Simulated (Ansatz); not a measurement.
SiC (P6₃mc, No. 186, 12 atoms in the cell), treated with G0W0@PBE (Ansatz, an electronic-structure program, hard PAW, contour deformation).

The same calculation (at the measured cell, 10.360 Å³/atom) with different numerical settings; throughout: k mesh 6×6×2:

```csv
run,response cutoff (eV),empty bands,quasiparticle gap on the mesh (eV),quasiparticle gap at Γ (eV),rough time
1,105,558,2.797,6.196,30 core-min
2,140,859,2.886,6.256,70 core-min
3,175,1201,…,…,3 core-h
```

Q: What belongs in the gaps?

A: 
- 3, quasiparticle gap on the mesh (eV): 2.939
- 3, quasiparticle gap at Γ (eV): 6.292

In the column quasiparticle gap on the mesh (eV) the first row differs from the last by -0.142 and the next to last by -0.053.

The last row is no converged limit: other settings stay fixed.
